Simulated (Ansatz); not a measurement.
# AlH2⁺, triplet: reading a ladder of total energies

Geometry: a point of a breathe scan, not a stationary point.

```yaml
atoms:
  - { symbol: Al, position_ang: [0.0000, 0.0000, -0.2465] }
  - { symbol: H, position_ang: [0.0000, 2.1716, 3.2987] }
  - { symbol: H, position_ang: [0.0000, -2.1716, 3.2987] }
```

Basis aug-cc-pVTZ; Ansatz 0.2.0. Correlated methods freeze the noble-gas cores, which leaves 4 electrons in 91 orbitals. Prefix R: restricted or restricted open-shell reference; prefix U: unrestricted.

Full CI is exact within this basis and frozen core; it isn't the basis-set limit. The frozen core follows each run's orbitals, which can shift R against U totals by a few meV.

Runs differ by some tens of microhartree through their thresholds and, for an open shell, their frozen cores, so steps under 0.1 kcal/mol mean nothing.

```tsv
level	total energy (hartree)
UHF	-242.674288
UMP2	-242.702464
UCCSD	-242.714240
UCCSD(T)	-242.714276
UCCSDT	-242.714291
UCCSDT(Q)	-242.714291
full CI	-242.714291
```

Q: What is the correlation energy at full CI, and what share of it do UMP2 and UCCSD recover?

A: E(corr) = -242.714291 − (-242.674288) = -0.040003 hartree = -1.089 eV. UMP2: -0.028176 / -0.040003 = 70.43 %. UCCSD: -0.039952 / -0.040003 = 99.87 %.

Q: By how many kcal/mol does UCCSD(T) miss full CI (1 hartree = 627.509 kcal/mol), and which steps make up the rest?

A: -242.714276 − (-242.714291) = 0.000015 hartree = 0.01 kcal/mol. Steps: UCCSDT − UCCSD(T) = -0.01, UCCSDT(Q) − UCCSDT = 0.00, full CI − UCCSDT(Q) = 0.00 kcal/mol. That is within 1 kcal/mol of the reference in this basis, which itself misses far more of the correlation at the basis-set limit.
